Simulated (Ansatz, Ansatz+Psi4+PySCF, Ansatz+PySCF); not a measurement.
```xyz
5

C    -0.0392    1.1607   -0.0141
S    -0.0380   -0.6523   -0.0120
H     1.2731   -0.8262   -0.0171
H     0.4161    1.5486    0.9038
H     0.4399    1.5327   -0.8926
```

Basis set: cc-pVTZ on H, C; cc-pV(T+d)Z on S (spherical functions). Left uncorrelated: 6 orbitals. Correlation on ROHF uses semicanonical orbitals with singles. Charge 0, multiplicity 2.

Computed with Ansatz (development build ahead of 0.2.0); each method stands on the lowest determinant of its kind that the runs found.

Question: Give the atomization energy at this shape (free ground-state atoms in the same class of orbitals less the molecule, no zero-point energy) of doublet CH₃S by ROHF-MP2, UHF-MP2.

Answer:

```tsv
method	atomization energy
ROHF-MP2	15.04 eV
UHF-MP2	15.07 eV
```

Caution: the shape is not the minimum.
